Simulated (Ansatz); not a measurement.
## Ansatz (development build ahead of 0.2.0) run

```yaml
crystal:
  periodic: [false, false, false]
  atoms:
    - { symbol: C, position_ang: [-1.18544, 0.82119, 0.68789] }
    - { symbol: C, position_ang: [1.19036, -0.83246, -0.68295] }
    - { symbol: H, position_ang: [-1.0295, -0.00027, 1.45169] }
    - { symbol: H, position_ang: [-0.48589, 1.59817, 0.47058] }
    - { symbol: H, position_ang: [-1.8654, 0.68138, -0.15509] }
    - { symbol: H, position_ang: [1.18717, -0.00791, -1.37536] }
    - { symbol: H, position_ang: [1.8215, -0.69226, 0.1907] }
    - { symbol: H, position_ang: [0.47912, -1.66548, -0.59195] }
basis:
  gaussian: { orbitals: def2-SVP }
total_charge: 1
magnetization:
  spin_polarized: true
  initial_magnetization: 1
hamiltonian:
  xc: hf
correlation:
  method: mp2
  frozen_orbitals: { C: 1, H: 0 }
output:
  forces: true
```

The input is written out in the form of the current development build from the run's settings.

The run gave:

```json
{"Converged": "yes", "Reference energy": "-78.73505 hartree", "Correlation energy": "-0.24276 hartree", "Total energy": "-78.97781 hartree", "Spin squared of the determinant": "0.760", "Stability test": "minimum"}
```

Forces (eV/Å):
```
atom      Fx      Fy      Fz
  C1   1.094  -2.684  -0.964
  C2  -1.572   0.778   2.312
  H3  -0.444   1.447  -0.601
  H4   0.635   0.957   0.751
  H5  -0.553  -0.176   0.480
  H6  -0.027  -0.092  -1.102
  H7   0.599  -0.207   0.025
  H8   0.267  -0.023  -0.900
```

Caution: bonds are stretched, where a single reference can fail.
